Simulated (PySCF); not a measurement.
The vertical singlet excitations below were computed for one of the candidates. Level of theory: TDDFT CAM-B3LYP/def2-SVPD, vertical, gas phase, core orbitals frozen in the response in PySCF 2.14.0, density-fitted response routines. Geometries: GFN2-xTB, one conformer each.

```
state  λ (nm)       f
   S1   204.2  0.0004
   S2   175.2  0.0020
   S3   171.1   0.452
   S4   156.0   0.033
   S5   149.8   0.014
   S6   139.7  0.0002
   S7   138.5   0.015
   S8   135.6  0.0060
```

Orbital energies (eV): HOMO-3 -13.11, HOMO-2 -11.10, HOMO-1 -9.99, HOMO -9.78, LUMO 0.17, LUMO+1 1.28, LUMO+2 2.01.

**Question.** Which candidate is it? All have the formula C4H4F2.
A. `C=C1CC1(F)F`
B. `[C@@H]1(F)C([C@@H]1F)=C`
C. `C#CCC(F)F`
D. `CC#CC(F)F`
E. `C=C/C(F)=C\F`

**Answer.** A. Its S1 lies at 6.07 eV; the nearest of the others has S1 at 6.33 eV. S1 is HOMO-1→LUMO (97%). Löwdin shares by element: HOMO carbon 83% or more (atoms not listed hold the other 17%); LUMO carbon 66% or more, hydrogen 6% or more (atoms not listed hold the other 27%). At the same level the other candidates give, for their lowest levels:
- `C=C/C(F)=C\F`: 216 nm (f 0.615); 185 nm (f 0.006); 182 nm (f 0.000); 166 nm (f 0.066); 164 nm (f 0.018); T1 3.11 eV; HOMO -8.29, LUMO -0.18 eV
- `C#CCC(F)F`: 186 nm (f 0.000); 178 nm (f 0.002); 177 nm (f 0.001); 158 nm (f 0.034); 156 nm (f 0.055); T1 5.52 eV; HOMO -9.69, LUMO 1.25 eV
- `C=C1[C@@H](F)[C@H]1F`: 217 nm (f 0.000); 210 nm (f 0.047); 173 nm (f 0.344); 153 nm (f 0.070); 147 nm (f 0.013); T1 4.07 eV; HOMO -9.67, LUMO -0.26 eV
- `CC#CC(F)F`: 196 nm (f 0.000); 186 nm (f 0.002); 184 nm (f 0.001); 162 nm (f 0.014); 161 nm (f 0.015); T1 5.30 eV; HOMO -9.67, LUMO 1.09 eV
Triplets come from the Tamm–Dancoff approximation.
